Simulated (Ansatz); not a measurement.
**Structure relaxation of Ca2Hf**

Level of theory: DFT PBE, scalar-relativistic, plane waves, PAW in Ansatz. Cutoff 420 eV, Γ-centred k mesh, Gaussian smearing, no spin polarisation in the final step.

This is the end of a relaxation of cell and atoms.

```yaml
crystal:
  lattice:
    - [6.81249, 0.00000, 0.00000]
    - [0.00000, 6.81249, 0.00000]
    - [0.00000, 0.00000, 6.81249]
  atoms:
    - { symbol: Ca, position: [0.25000, 0.25000, 0.25000] }
    - { symbol: Ca, position: [0.25000, 0.75000, 0.75000] }
    - { symbol: Ca, position: [0.75000, 0.75000, 0.25000] }
    - { symbol: Ca, position: [0.75000, 0.25000, 0.75000] }
    - { symbol: Hf, position: [0.00000, 0.00000, 0.00000] }
    - { symbol: Hf, position: [0.50000, 0.50000, 0.50000] }
```

Energies over the elements count from the elements' standard structures at the same level, with no empirical corrections.

Q: What space group does it have?

A: Pn-3m (No. 224). Conventional cell: a = 6.812 Å. Ca is coordinated by 2 Hf at 2.95 Å; Hf is coordinated by 4 Ca at 2.95 Å.

Q: How far does it lie from the elements in energy?

A: 2.02 eV/atom.

Q: Is it a metal?

A: Yes, bands cross the Fermi level on the 6×6×6 mesh.

The final run used a 6×6×6 mesh on its 6-atom cell and 0.10 eV smearing. For metals, differences of a few meV/atom aren't resolved. Spin–orbit coupling is left out. The cell came from a trial start, so Ca2Hf may not exist in this structure.

Cost: 3 runs of about 3.7 core-minutes in all, on Intel Xeon Platinum 8259CL (Skylake/Cascade Lake) (shared hosts).